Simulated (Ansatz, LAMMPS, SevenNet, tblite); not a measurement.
Rock-salt RbCl, equilibrium lattice constant a

Reference value: 6.532 Å (measured, low temperature, not corrected to a static lattice; as tabulated in Doll and Stoll (1998), arXiv:cond-mat/9801031).

**Question.** What do ionic model catlow1977, IPEA1-xTB, SevenNet-l3i5, LDA, PBE, PBE-D3(BJ), HSE06 give, and how far is each from the reference?

**Answer.** 
```csv
level (code),value (Å),difference (%)
"ionic model catlow1977 (shell model, LAMMPS)",6.478,-0.83
IPEA1-xTB (tblite),6.110,-6.46
SevenNet-l3i5 (SevenNet),6.687,+2.37
LDA (Ansatz),6.377,-2.37
PBE (Ansatz),6.699,+2.56
PBE-D3(BJ) (Ansatz),6.588,+0.86
HSE06 (Ansatz),6.659,+1.94
```

Leaving aside ionic model catlow1977, IPEA1-xTB, which can be fitted to such values or carry a doubt: The best agreement in this table is that of PBE-D3(BJ) (+0.86 %). Farthest off: PBE (+2.56 %). No level tried lands within 0.5 %.

The measured value isn't corrected to a static lattice, so vibrations enter the comparison. A static lattice is as a rule a little smaller than the measured one.  IPEA1-xTB: this parameter set was refitted to ionisation energies, not structures. IPEA1-xTB: the run uses a supercell at the zone centre in place of a k mesh. Cutoffs and k meshes differ between the levels. Ansatz's density-functional and Hartree–Fock values are scalar-relativistic unless marked +SOC, with PAW data made under PBE.

Empirical potentials (ionic model catlow1977) are fitted to chosen data, which need not cover the solid at hand: agreement can be built in, and what lay outside the fit can be far off. Machine-learned potentials (SevenNet-l3i5) are trained on DFT data, which may include these solids.

Differences are worked out from the printed values.

Ansatz is a quantum-chemistry and plane-wave program.
